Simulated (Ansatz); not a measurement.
## hcp La (model structure)

Method: PBE-D3(BJ) in Ansatz (plane waves, PAW).

Settings: plane-wave cutoff 500 eV, 24×24×12 k mesh (along the axes of the cell as run), Fermi–Dirac smearing 0.1 eV, scalar-relativistic PAW data made under PBE.

Cell (relaxed at this level):

```cif
data_La2
_chemical_formula_sum 'La2'
_space_group_name_H-M_alt 'P 1'
_space_group_IT_number 1
_cell_length_a 3.67732
_cell_length_b 3.67732
_cell_length_c 5.98179
_cell_angle_alpha 90.000
_cell_angle_beta 90.000
_cell_angle_gamma 120.000
loop_
_space_group_symop_operation_xyz
  'x, y, z'
loop_
_atom_site_label
_atom_site_type_symbol
_atom_site_fract_x
_atom_site_fract_y
_atom_site_fract_z
_atom_site_occupancy
La1 La 0.33333 0.66667 0.25000 1
La2 La 0.66667 0.33333 0.75000 1
```

For hcp La (model structure), the band gap is none.

Spin–orbit coupling is not included.

The computed numbers hold no vibrational or temperature effects.

A model structure was made by putting elements into a prototype or built by hand; here it ended with the formula and space group of a phase in our tables.

Ansatz is a program for electronic structure.
